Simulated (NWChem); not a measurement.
System: NH2, doublet; SMILES [NH2]

The following NWChem deck was run.

```
start job
memory heap 200 mb stack 900 mb global 1100 mb
geometry units angstroms noautoz
  N      0.000000     0.000000     0.166678
  H      0.804064     0.000000    -0.471843
  H     -0.804064     0.000000    -0.471843
end
basis spherical
  * library 6-311g**
end
dft
  odft
  mult 2
  xc xtpss03 ctpss03
  iterations 150
  mulliken
end
task dft energy
```

In the optimisation the excess spin sits in b2 (C2v, its own frame). Coordinates come from a PBE0-D3(BJ)/def2-TZVP, spin-unrestricted optimisation. No stability test was run on the SCF state.

Problem. What results follow from this input? (TPSS/6-311G** (spherical d), spin-unrestricted.) Quantities: basis functions; energy (Ha); highest occupied level (eV); lowest empty minus highest occupied level, either spin (eV); dipole (D); <S²>.

Solution. 
| Quantity | Value |
|---|---|
| number of basis functions | 30 |
| energy (Ha) | -55.90 |
| highest occupied level (eV) | -6.90 |
| lowest empty minus highest occupied level, either spin (eV) | 3.28 |
| dipole (D) | 1.92 |
| <S²> | 0.753 |
